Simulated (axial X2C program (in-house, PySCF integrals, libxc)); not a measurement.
Worked dissociation energy of BF: r2SCAN0, 2c

Computed with an in-house all-electron X2C program for linear molecules (integrals from PySCF). Two-component (2c) means X2C with spin–orbit coupling and atomic mean-field two-electron Coulomb and Gaunt terms. Basis: F dyall-av3z [7s6p3d2f], B dyall-v3z [7s6p2d1f] (cores contracted in-house); Gaussian nuclei, density fitting, unrestricted open shells. Masses: F 18.998 u, B 11.009 u.

Molecular state: Ω = 0 (closed shell).

- E(F) (2M_J = 1): -99.806904 hartree
- E(B) (2M_J = 1): -24.646098 hartree
- E(BF) at Re: -124.730632 hartree
- ωe: 1430.5 cm⁻¹
- ωexe: 11.9 cm⁻¹

**Question.** Work out De and D0.

**Answer.** De = -99.806904 + (-24.646098) − (-124.730632) = 0.27763 hartree = 7.555 eV. The zero-point energy is ωe/2 − ωexe/4 = 712 cm⁻¹ = 0.088 eV, so D0 = 7.466 eV.

The state is a single determinant with fixed occupations, the lowest that a limited PBE0 search found. The closed shell is kept restricted, so the energy runs too high when the bond is stretched far. Dissociation energies refer to the lowest single-determinant-based atoms at the same level and basis. The 2c atoms are single determinants rather than J levels; their spin–orbit lowering is only partly caught, and De is too large by that part. This holds for r2SCAN0. The functionals have no current-density term, which raises determinants with orbital currents, atoms included.

Each atomic determinant is the lowest at this level and need not be a pure J level. Totals compare only within one Hamiltonian and basis.
